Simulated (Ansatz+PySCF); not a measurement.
Results of a calculation; reference values are marked as such.
**Several solutions for singlet H₂S**

```xyz
3

S     0.0000    0.0000   -0.1040
H     0.0000    0.9715    0.8321
H     0.0000   -0.9715    0.8321
```

Basis set: def2-SVP (spherical functions). Charge 0, multiplicity 1.

CASSCF(2,2) was run from several starts with Ansatz (development build ahead of 0.2.0) and PySCF 2.14.0. The starts are those of the Hartree–Fock orbitals from which the active space was taken at the frontier.

```
run  program                        start  converged  energy (hartree)  <S²>
  A   Ansatz  search for the lowest state        yes        -398.58247  0.00
  B   Ansatz      stability test followed        yes        -398.57541  0.00
  C    PySCF             program defaults        yes        -398.57541  0.00
  D   Ansatz      atomic start, no search        yes        -398.57541  0.00
```

Task: Which runs reached the lowest solution of this kind, and what is wrong with the others?

Result: A reached the lowest solution found. Converged but too high: B by 0.19 eV, C by 0.19 eV, D by 0.19 eV. Convergence only shows a stationary point; in CASSCF the end hangs on which orbitals enter the active space. Caution: other starts end on other solutions of this active space.
